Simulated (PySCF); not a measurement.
## C2H6: 4 charge schemes on one density

Compound: C2H6.
Geometry (PBE0-D3(BJ)/def2-TZVP, Å), atoms numbered from 1 in this order:
```
atom  x, y, z in Å
C1    -0.7110    0.1360    0.1985
C2     0.7247   -0.1411   -0.2119
H3    -1.1587   -0.7297    0.6919
H4    -1.3329    0.3794   -0.6662
H5    -0.7716    0.9773    0.8931
H6     1.3468   -0.3828    0.6532
H7     1.1721    0.7244   -0.7062
H8     0.7856   -0.9831   -0.9054
```

The species is `CC` (C2H6).

Density: PBE0/pcSseg-2 (PySCF); schemes: Mulliken, IAO, Hirshfeld and ESP-fitted. Geometry: PBE0-D3(BJ)/def2-TZVP; no solvent, vibrations or thermal averaging.

Q: Atoms with like bonding are taken together and averaged. At which atom do the 4 schemes differ most?

A: At C1/C2: from -0.426 (IAO) to -0.042 e (ESP-fitted), 0.384 e apart.

Q: For which atoms does the sign change between the 4 schemes (beyond +0.03 e in one, beyond −0.03 e in another)?

A: For none.

Q: Which atoms carry the lowest charge in the Mulliken, IAO, Hirshfeld and ESP-fitted schemes?

A: All schemes agree: Mulliken C1/C2 (-0.072); IAO C1/C2 (-0.426); Hirshfeld C1/C2 (-0.124); ESP-fitted C1/C2 (-0.042).

Q: Tabulate the Mulliken, IAO, Hirshfeld and ESP-fitted charges.

A: In e; atoms taken as equivalent share a row and are averaged (×n: the atom named and its like, n in all):

```
   atom      environment  Mulliken     IAO  Hirshfeld  ESP-fitted
  C1/C2    methyl carbon    -0.072  -0.426     -0.124      -0.042
H3 (×6)  methyl hydrogen    +0.024  +0.142     +0.041      +0.014
```

Mean size of the charges over all atoms: IAO 0.213 e, Hirshfeld 0.062 e, Mulliken 0.036 e, ESP-fitted 0.021 e. Each set sums to the total charge, 0, to within 0.001 e. The ESP scheme is a least-squares fit of atom-centred charges to the potential on four shells outside the van der Waals surface, with the total charge fixed.

Q: How many electrons does the IAO scheme count on C2?

A: Its own charge is -0.426 e, so Z − q = 6.426.

Q: Sum the charges by element.

A: 
```csv
element,atoms,Mulliken,IAO,Hirshfeld,ESP-fitted
C,2,-0.144,-0.851,-0.248,-0.084
H,6,+0.144,+0.851,+0.248,+0.084
```

The run behind these numbers computed NMR shieldings as well. On one thread, Arm Neoverse V1 (aarch64), shared host with 32 logical CPUs at a one-minute load of 9.2, this took 5.8 s and 0.57 GiB of memory at its peak.
